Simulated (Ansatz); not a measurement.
Basis-set extrapolation for `C#COCC` (PBE0-D4/def2-TZVP geometry, frozen core, Ansatz). Multiplicity 1, RHF reference.

```tsv
	def2-TZVPP	def2-QZVPP
HF	-229.827132	-229.837504
MP2 correlation	-0.880717	-0.941001
CCSD(T) correlation	-0.951637	not run
```

Energies in hartree. Use E(X) = E(∞) + A·exp(−7.88·√X) for Hartree–Fock and E(X) = E(∞) + B·X^(−2.97) for correlation, with X = 3 and 4, and add CCSD(T) minus MP2 of the smaller set to the MP2 limit.

Problem. What is the CCSD(T) energy at the basis-set limit?

Solution. HF limit: -229.837504 + (-0.010372) × 0.13774 = -229.83893. MP2 limit: -0.941001 + (-0.060284) × 0.74074 = -0.98566. Higher-order term: -0.951637 − (-0.880717) = -0.07092. Total: -230.89551 hartree, 306.5 kJ/mol below CCSD(T)/def2-TZVPP.
